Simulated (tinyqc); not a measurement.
Inside a calculation. Method: UHF in the sto-3g basis, for CH2, spin multiplicity 1. One step of it, computed by the program tinyqc.

Task: Iteration 1: diagonalisation and new density. Diagonalise F' = X^T F X, C = X C', fill 4 alpha and 4 beta electrons from the bottom; D(s) = C_occ C_occ^T; the new density keeps 0.5 of the old one (damping). Each column has its largest component positive (the first on a tie).

F(alpha) (hartree), lower triangle:
```
            1C 1s      1C 2s     1C 2px     1C 2py     1C 2pz      2H 1s      3H 1s
1C 1s   -9.900384
1C 2s   -2.728207  -0.956730
1C 2px   0.004966   0.121316   0.305458
1C 2py  -0.000245  -0.002323  -0.000033   0.073119
1C 2pz   0.012798  -0.245468  -0.202219  -0.001066   0.488363
2H 1s   -0.587782  -0.443802   0.009072  -0.180293  -0.139283  -0.124347
3H 1s   -0.571554  -0.435380   0.008806   0.177880  -0.137777  -0.139695  -0.119262
```

F(beta) (hartree), lower triangle:
```
            1C 1s      1C 2s     1C 2px     1C 2py     1C 2pz      2H 1s      3H 1s
1C 1s   -9.900384
1C 2s   -2.728207  -0.956730
1C 2px  -0.004966  -0.121316   0.305458
1C 2py  -0.000245  -0.002323   0.000033   0.073119
1C 2pz   0.012798  -0.245468   0.202219  -0.001066   0.488363
2H 1s   -0.587782  -0.443802  -0.009072  -0.180293  -0.139283  -0.124347
3H 1s   -0.571554  -0.435380  -0.008806   0.177880  -0.137777  -0.139695  -0.119262
```

X, lower triangle:
```
            1C 1s      1C 2s    1C 2px     1C 2py     1C 2pz      2H 1s     3H 1s
1C 1s    1.026860
1C 2s   -0.151250   1.242113
1C 2px   0.000000   0.000000  1.000000
1C 2py  -0.000206   0.003279  0.000000   1.145334
1C 2pz  -0.011653   0.115748  0.000000   0.001511   1.061497
2H 1s    0.025286  -0.305961  0.000000  -0.255945  -0.162740   1.214253
3H 1s    0.025042  -0.298218  0.000000   0.250909  -0.159426  -0.024196  1.206524
```

D(alpha) at the start, lower triangle:
```
            1C 1s      1C 2s     1C 2px     1C 2py     1C 2pz     2H 1s     3H 1s
1C 1s    1.063314
1C 2s   -0.270028   1.143224
1C 2px   0.039842  -0.163657   0.848353
1C 2py  -0.000520   0.003445   0.000126   1.201923
1C 2pz  -0.112464   0.504622   0.321806   0.001487   0.411004
2H 1s    0.043919  -0.177807  -0.010989  -0.166749  -0.095834  0.052247
3H 1s    0.043284  -0.174997  -0.010883   0.164340  -0.094442  0.006009  0.050979
```

D(beta) at the start, lower triangle:
```
            1C 1s      1C 2s     1C 2px     1C 2py     1C 2pz     2H 1s     3H 1s
1C 1s    1.063314
1C 2s   -0.270028   1.143224
1C 2px  -0.039842   0.163657   0.848353
1C 2py  -0.000520   0.003445  -0.000126   1.201923
1C 2pz  -0.112464   0.504622  -0.321806   0.001487   0.411004
2H 1s    0.043919  -0.177807   0.010989  -0.166749  -0.095834  0.052247
3H 1s    0.043284  -0.174997   0.010883   0.164340  -0.094442  0.006009  0.050979
```

overlap S, lower triangle:
```
           1C 1s     1C 2s    1C 2px     1C 2py    1C 2pz     2H 1s     3H 1s
1C 1s   1.000000
1C 2s   0.248362  1.000000
1C 2px  0.000000  0.000000  1.000000
1C 2py  0.000000  0.000000  0.000000   1.000000
1C 2pz  0.000000  0.000000  0.000000   0.000000  1.000000
2H 1s   0.052169  0.447936  0.000000   0.366862  0.243065  1.000000
3H 1s   0.050711  0.441238  0.000000  -0.363016  0.240655  0.128502  1.000000
```

Give: F' = X^T F X; orbital energies; coefficients C; F' = X^T F X; orbital energies; coefficients C; D(alpha) after iteration 1; D(beta) after iteration 1.

Result:

F' = X^T F X (alpha) (hartree), lower triangle:
```
        1       2       3       4       5       6      7
1  -9.668
2  -1.517  -0.216
3  -0.010   0.121   0.305
4   0.000   0.002   0.000   0.306
5   0.016  -0.094  -0.204   0.001   0.592
6  -0.079  -0.322   0.007  -0.306  -0.205   0.220
7  -0.074  -0.314   0.007   0.300  -0.201  -0.044  0.213
```

orbital energies (alpha) (hartree): MO1 -9.909, MO2 -0.407, MO3 -0.146, MO4 0.152, MO5 0.536, MO6 0.713, MO7 0.813

coefficients C (alpha):
```
           MO1     MO2     MO3     MO4     MO5     MO6     MO7
1C 1s    0.991  -0.213   0.001   0.085  -0.203  -0.004  -0.046
1C 2s    0.036   0.649  -0.004  -0.387   1.016   0.019   0.395
1C 2px  -0.001  -0.062   0.001   0.816   0.475   0.029  -0.321
1C 2py   0.000   0.004   0.528   0.002  -0.031   1.076   0.057
1C 2pz   0.003   0.193  -0.001   0.405   0.005  -0.048   0.994
2H 1s   -0.007   0.291   0.455   0.190  -0.629  -0.781  -0.573
3H 1s   -0.007   0.285  -0.463   0.191  -0.669   0.786  -0.487
```

F' = X^T F X (beta) (hartree), lower triangle:
```
        1       2       3       4       5       6      7
1  -9.668
2  -1.517  -0.216
3   0.010  -0.121   0.305
4   0.000   0.002   0.000   0.306
5   0.016  -0.094   0.204   0.001   0.592
6  -0.079  -0.322  -0.007  -0.306  -0.205   0.220
7  -0.074  -0.314  -0.007   0.300  -0.201  -0.044  0.213
```

orbital energies (beta) (hartree): MO1 -9.909, MO2 -0.407, MO3 -0.146, MO4 0.152, MO5 0.536, MO6 0.713, MO7 0.813

coefficients C (beta):
```
           MO1     MO2     MO3     MO4     MO5     MO6     MO7
1C 1s    0.991  -0.213   0.001  -0.085  -0.203  -0.004  -0.046
1C 2s    0.036   0.649  -0.004   0.387   1.016   0.019   0.395
1C 2px   0.001   0.062  -0.001   0.816  -0.475  -0.029   0.321
1C 2py   0.000   0.004   0.528  -0.002  -0.031   1.076   0.057
1C 2pz   0.003   0.193  -0.001  -0.405   0.005  -0.048   0.994
2H 1s   -0.007   0.291   0.455  -0.190  -0.629  -0.781  -0.573
3H 1s   -0.007   0.285  -0.463  -0.191  -0.669   0.786  -0.487
```

D(alpha) after iteration 1, lower triangle:
```
         1C 1s   1C 2s  1C 2px  1C 2py  1C 2pz   2H 1s  3H 1s
1C 1s    1.049
1C 2s   -0.203   0.858
1C 2px   0.061  -0.260   0.759
1C 2py   0.000   0.002   0.001   0.740
1C 2pz  -0.058   0.237   0.320   0.001   0.306
2H 1s   -0.004  -0.032   0.063   0.037   0.018   0.190
3H 1s   -0.004  -0.031   0.064  -0.039   0.019  -0.043  0.192
```

D(beta) after iteration 1, lower triangle:
```
         1C 1s   1C 2s  1C 2px  1C 2py  1C 2pz   2H 1s  3H 1s
1C 1s    1.049
1C 2s   -0.203   0.858
1C 2px  -0.061   0.260   0.759
1C 2py   0.000   0.002  -0.001   0.740
1C 2pz  -0.058   0.237  -0.320   0.001   0.306
2H 1s   -0.004  -0.032  -0.063   0.037   0.018   0.190
3H 1s   -0.004  -0.031  -0.064  -0.039   0.019  -0.043  0.192
```
